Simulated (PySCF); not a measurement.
## Two-dimensional NMR puzzle

Compound of formula C2H2O2. Correlations simulated from computed shifts and couplings:

HSQC (one-bond C–H):
```csv
δH,δC,"¹J(C,H) (Hz)"
6.42,72.7,208
```

HMBC (two and three bonds, |J| ≥ 2.5 Hz):
```csv
δH,δC [abs. J in Hz]
6.42,241.5 [19.7]
```

Carbons without hydrogens: δ 241.5.

Theory: PBE0-D3(BJ)/def2-SVP structure, NMR shieldings at CAM-B3LYP/pcSseg-2/GIAO, J: B3LYP/pcJ-1, in PySCF 2.14 (single conformer, no solvent, no relativistic terms).

Referencing at the same level of theory: ¹H (31.34 ppm), ¹³C (182.55 ppm) vs TMS.

Exchangeable hydrogens are left out of these lists, and C,H couplings along chains are those of one rotamer, so weak HMBC peaks may be missing or extra.

Q: Assemble the structure.

A: `O=C=CO`.

Structure with atom numbers: `[O:1]=[C:2]=[CH:3][OH:4]`. Hydrogens are named by the atom that carries them.

- δC 241.5 is C2, a central carbon of a ketene.
- δC 72.7 is C3, a terminal carbon of a ketene (δH 6.42).
- HMBC from δH 6.42 reaches the proton-free carbon C2.

Exchangeable OH/NH protons stand at their gas-phase positions; hydrogen bonding in a real sample shifts them, mostly to higher δ. Shifts are as computed, not scaled to solution data. Of 1211 compounds with measured shifts, 218 miss one by over three times the rms of a fit or turn the order of signals round; such compounds aren't used in these exercises.
